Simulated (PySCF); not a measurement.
**Bond length, frequency and bond energy of NaB by level of theory**

State: ³Π (triplet), unpaired electrons σ ↑, π ↑. Set-up: basis Na cc-pVDZ, B cc-pVDZ; no relativity; PySCF 2.14. De refers to Na + B in their high-spin ground configurations, without counterpoise correction. The functionals are run spin-unrestricted. A positive dipole means Na(−)B(+).

```
      Level  Re (Å)  ωe (cm⁻¹)  De (eV)  μ (D)
        UHF   2.531        314    0.258  -6.93
    UHF-MP2   2.517        336     0.59    n/a
UHF-SCS-MP2   2.516        332    0.467    n/a
   UHF-CCSD   2.545        300     0.56    n/a
UHF-CCSD(T)   2.547        302     0.59    n/a
        LDA   2.467        317     1.23  -4.92
        PBE   2.516        306     1.03  -4.96
     r²SCAN   2.511        320     1.07  -5.66
       PBE0   2.501        319     0.91  -5.70
       MN15   2.536        297     0.96  -5.48
  BHandHLYP   2.489        319     0.66  -5.85
```

The bond length runs from 2.467 Å (LDA) to 2.547 Å (UHF-CCSD(T)). De spans 0.26 eV (UHF, mean field) to 1.23 eV (LDA, local density). Correlation at CCSD(T) changes the Hartree–Fock bond energy by +0.33 eV; the triples alone change it by +0.03 eV.

Correlated steps freeze 2 core orbitals. Correlated levels converge slowly with the basis: in double zeta they bind strong bonds too weakly, by up to about 1 eV, and carry superposition errors of some tenths. The state is the lowest determinant that a PBE0 search found; another state may lie lower at other levels.
